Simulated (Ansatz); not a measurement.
`BN` + Cl• → `B[NH]`• + HCl  (hydrogen abstraction from the N–H bond)

Calculated with Ansatz (gas phase, PBE0-D4/def2-TZVP geometries, no zero-point term in ΔE). CBS: MP2 limit from def2 TZ/QZ plus the TZ coupled-cluster correction, frozen cores. This one scheme is used for every species, atoms too. Functionals use def2-TZVPP. No spin–orbit coupling; open shells (•) take unrestricted orbitals. Spin–orbit coupling would lower the free atoms: a little for Cl.

```json
{"species": "`BN`", "PBE0-D4 energy (Eh)": "-81.96636"}
{"species": "Cl•", "PBE0-D4 energy (Eh)": "-459.99743"}
{"species": "`B[NH]`•", "PBE0-D4 energy (Eh)": "-81.27802"}
{"species": "HCl", "PBE0-D4 energy (Eh)": "-460.66564"}
```

Question: Work out ΔE.

Answer: ΔE = (-81.27802) + (-460.66564) − (-81.96636) − (-459.99743) = 0.02013 Eh = +0.55 eV. CCSD(T)/CBS gives +0.68 eV.

Question: What do rigid-rotor, harmonic-oscillator terms from PBE0-D4/def2-TZVP frequencies (298.15 K, 1 bar) make of the CCSD(T)/CBS value? (An estimate is asked.)

Answer: Ansatz gave: ΔZPE = -0.29 eV, ΔH = +0.44 eV, ΔS = 41 J/(mol·K), ΔG = +0.31 eV. Open shells count their whole term as degenerate.

Largest T1 diagnostic among the species: 0.030.

From PBE to PBE0 (25 % exact exchange), in def2-TZVPP and without D4, ΔE moves by +0.17 eV. Leaving LDA and LC-ωPBE aside and taking each functional with its dispersion term where it has one, the values, not all of them listed here, spread over 0.35 eV, from PBE-D4 to BHLYP-D4. LDA lies −0.12 eV from PBE without D4. At CCSD(T), def2-SVP lies +0.16 eV from the extrapolated value and def2-TZVPP +0.04 eV.
